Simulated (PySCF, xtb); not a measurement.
AlCl3, SMILES [Cl][Al]([Cl])[Cl].

Harmonic wavenumbers (cm⁻¹) from GFN2-xTB in xtb 6.7.1 at its own minimum, in rising order: 115, 115, 216, 385, 613, 613.

### Question
What does B3LYP-D3(BJ)/def2-SVP (PySCF) give at its own minimum? (The exact figures need the calculation; the answer reports its results.)

### Answer
148, 148, 203, 382, 630, 630. Paired by order, the mean absolute difference is 19 cm⁻¹ and the zero-point energies are 2.9 and 3.1 kcal/mol.
